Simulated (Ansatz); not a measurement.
System: hcp Co. Method: rVV10 in Ansatz (plane waves, PAW).

Run with plane-wave cutoff 500 eV, 36×36×18 k mesh (along the axes of the cell as run), Fermi–Dirac smearing 0.1 eV, spin-polarised with parallel moments, scalar-relativistic PAW data made under PBE.

Cell (relaxed at this level):

```cif
data_Co2
_chemical_formula_sum 'Co2'
_space_group_name_H-M_alt 'P 1'
_space_group_IT_number 1
_cell_length_a 2.50512
_cell_length_b 2.50512
_cell_length_c 4.05499
_cell_angle_alpha 90.000
_cell_angle_beta 90.000
_cell_angle_gamma 120.000
loop_
_space_group_symop_operation_xyz
  'x, y, z'
loop_
_atom_site_label
_atom_site_type_symbol
_atom_site_fract_x
_atom_site_fract_y
_atom_site_fract_z
_atom_site_occupancy
Co1 Co 0.33333 0.66667 0.25000 1
Co2 Co 0.66667 0.33333 0.75000 1
```

Task: Estimate the magnetic moment per atom (the cell's total over its atoms) that the calculation returns.

Result: 
- magnetic moment per atom (the cell's total over its atoms): 1.59 μB

Moments are spin moments.

Ansatz is a program for electronic structure.
